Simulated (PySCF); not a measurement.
# Working out the ionisation energy of Mg

Mg [Ne] 3s2 (1S) → Mg⁺ [Ne] 3s1 (2S). Calculation: PySCF 2.14, in aug-cc-pCVQZ-DK; scalar relativity by spin-free X2C-1e. Frozen: nothing. Energies in hartree (1 hartree = 27.21139 eV):

| part | Mg (lower) | Mg⁺ (upper) |
| --- | --- | --- |
| UHF | -199.920581 | -199.677484 |
| MP2 opposite-spin | -0.288971 | -0.261879 |
| MP2 same-spin | -0.088508 | -0.086095 |

Question: What does Hartree-Fock give?

Answer: (-199.677484) − (-199.920581) = 0.243097 hartree = 6.615 eV.

Question: What do MP2 and SCS-MP2 (6/5 opposite-spin, 1/3 same-spin) give?

Answer: The opposite-spin parts differ by 0.737 eV and the same-spin parts by 0.066 eV. MP2: 6.615 + (0.737) + (0.066) = 7.418 eV. SCS-MP2: 6.615 + 1.2 × (0.737) + (0.066)/3 = 7.521 eV.

Measured between the centres of the two terms (NIST): 7.646 eV, so MP2 (all electrons) is off by -0.228 eV.

What remains against the reference includes basis incompleteness and correlation beyond second order.
